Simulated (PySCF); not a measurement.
Ionisation energy of Si by level of theory

Si [Ne] 3s2 3p2 (3P) → Si⁺ [Ne] 3s2 3p1 (2P), as a difference of total energies. Computed with PySCF 2.14 in aug-cc-pV(Q+d)Z, with no relativity, point nucleus. Correlated levels: valence: [Ne] frozen. The calculations carry no spin-orbit coupling.

Question: Order these methods by the ionisation energy they give, lowest first.
A. r2SCAN
B. B2PLYP
C. MN15
D. MP2 (valence)

Answer: B (8.023 eV), D (8.077 eV), C (8.118 eV), A (8.323 eV).

Errors of the correlated levels include the incompleteness of this basis and the frozen core.

For comparison: 8.157 eV (measured; NIST levels, between the centres of gravity of the two terms).
